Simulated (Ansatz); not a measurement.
Two structures of SiH₅O, doublet, reached by relaxing down either side of one saddle point (PBE0-D4/def2-TZVP). Energies are electronic, without zero-point energy. Computed with Ansatz 0.2.0 (basis: def2-TZVPP and def2-QZVPP); correlated methods freeze the cores; orbitals are unrestricted. Extrapolation: Hartree–Fock as exp(−7.88 √X), correlation as X^−2.97. First:

| atom | x (Å) | y (Å) | z (Å) |
| --- | --- | --- | --- |
| H1 | -0.6297 | -1.5112 | -0.0507 |
| O2 | -0.2295 | -1.0833 | 0.7070 |
| Si3 | 0.3349 | 0.4519 | 0.5071 |
| H4 | -1.0140 | -0.6179 | -2.5590 |
| H5 | -0.7503 | 1.3904 | 0.1086 |
| H6 | 0.8899 | 0.8534 | 1.8198 |
| H7 | 1.3988 | 0.5167 | -0.5327 |

Second:

H1  (-1.045, -1.513, -1.444)
O2  (-0.147, -0.970, 0.830)
Si3  (0.430, 0.575, 0.660)
H4  (-1.078, -1.126, -2.082)
H5  (-0.639, 1.548, 0.322)
H6  (0.943, 0.823, 2.041)
H7  (1.537, 0.664, -0.327)
(Å)

Which bonds change from the first to the second?

SiH₄O ([OH][SiH3]) + H → SiH₃O ([O][SiH3]) + H₂; bonds formed: H1–H4; bonds broken: H1–O2.

Give the saddle point's structure and its height above each. (To be estimated.)

By the calculation: 22.75 kcal/mol above the first and 5.82 kcal/mol above the second (CCSD(T) at an estimated basis limit (MP2 extrapolated from triple and quadruple zeta, plus CCSD(T) − MP2 in triple zeta)).
```xyz
7
angstrom
H -0.7747 -1.2178 -0.9378
O -0.2979 -1.0144 0.3829
Si 0.3576 0.5112 0.5021
H -0.9610 -1.1023 -1.7195
H -0.6399 1.5816 0.2461
H 0.7928 0.5391 1.9248
H 1.5231 0.7027 -0.3984
```

No T1 diagnostic of these runs exceeds 0.025. ⟨S²⟩ of the unrestricted Hartree–Fock references: 0.75 to 0.78 (a pure state has 0.75).

Radical steps of this kind take place in plasma deposition and etching.

Labels in which every atom is bracketed show which atoms are joined, not bond orders.

For scale, one of the runs: CCSD(T)/def2-TZVPP, 143 basis functions, launched by `ansatz run in.yaml --threads 2 --pin off --events-out ev --progress --plain --max-ram 4352MiB`. Time: 27 s of wall clock on 2 CPU threads of an Intel Xeon Platinum 8488C; the host was shared. Peak host memory: 1.9 GiB.
